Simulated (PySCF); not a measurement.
C3H3ClO.
SMILES: `C=CC(=O)Cl`

Torsions of this conformer, `[CH2:1]=[CH:2][C:3](=[O:4])[Cl:5]`: C1–C2–C3–O4 0°.

The closed-shell ground state was solved at several levels (PySCF, density fitting, gas phase, non-relativistic). Geometry: PBE0-D3(BJ)/def2-TZVP, one conformer, isolated molecule.

```tsv
level	basis functions	total energy (Eh)	HOMO (eV)	LUMO (eV)	gap (eV)	dipole (D)
KT3/pcSseg-2	229	-657.6006	-7.26	-3.29	3.97	3.14
B97-2/pcSseg-2	229	-651.5913	-8.36	-2.44	5.92	3.23
wB97X-D/pcSseg-2	229	-651.5563	-10.51	-0.58	9.93	3.25
```

Q: What might PBE0/pcSseg-2 (229 basis functions) give for the same quantities?

A: Total energy -651.2530 Eh, HOMO -8.64 eV, LUMO -2.40 eV, gap 6.24 eV, dipole 3.23 D.

Q: Over all these levels, which gives the widest orbital gap and which the narrowest?

A: wB97X-D/pcSseg-2 (range-separated hybrid) has the widest, 9.93 eV, and KT3/pcSseg-2 (GGA) the narrowest, 3.97 eV. From the narrowest to the widest the HOMO moves by -3.25 eV and the LUMO by +2.71 eV.

Q: In the pcSseg-2 basis, how does the gap go with the fixed share of exact exchange?

A: KT3 (0 %) 3.97 eV; B97-2 (21 %) 5.92 eV; PBE0 (25 %) 6.24 eV. Each rise in the share widens the gap here.

Q: How far do the dipole and the HOMO energy spread over the levels?

A: The dipole runs from 3.14 to 3.25 D (mean 3.21 D) and the HOMO from -10.51 to -7.26 eV.

wB97X-D is run here without its empirical dispersion term; that term would change no orbital, density or response property at a fixed geometry.
